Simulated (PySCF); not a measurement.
C2H3, SMILES [CH]=C, multiplicity 2.

The structure is a stationary point at PBE0-D3(BJ)/def2-TZVP. The isomer is the one that the SMILES or the coordinates give; other isomers of the formula were not compared.

Level of theory: TDA-PBE0/def2-TZVPD run with PySCF.

Vertical excitations. Isolated molecule, no solvent.

```
state    energy (eV)  λ (nm)      f                                main pairs
-------  -----------  ------  -----  ----------------------------------------
root 1          3.60     345  0.001         α HOMO→LUMO 7 %, β HOMO→LUMO 92 %
root 2          4.69     265  0.003         α HOMO→LUMO 92 %, β HOMO→LUMO 7 %
root 3          4.75     261  0.000    α HOMO−1→LUMO 50 %, β HOMO→LUMO+1 47 %
root 4          6.23     199  0.005                        α HOMO→LUMO+1 95 %
root 5          6.76     183  0.025                        α HOMO→LUMO+2 94 %
root 6          7.39     168  0.009  α HOMO−1→LUMO+1 19 %, β HOMO→LUMO+2 80 %
root 7          7.57     164  0.029     α HOMO−1→LUMO 9 %, β HOMO−1→LUMO 74 %
root 8          7.61     163  0.072  α HOMO−1→LUMO+1 81 %, β HOMO→LUMO+2 19 %
root 9          7.67     162  0.082                        α HOMO→LUMO+3 95 %
root 10         8.02     155  0.001  α HOMO−1→LUMO+2 37 %, β HOMO→LUMO+3 60 %
```
Unrestricted roots are not spin-pure.
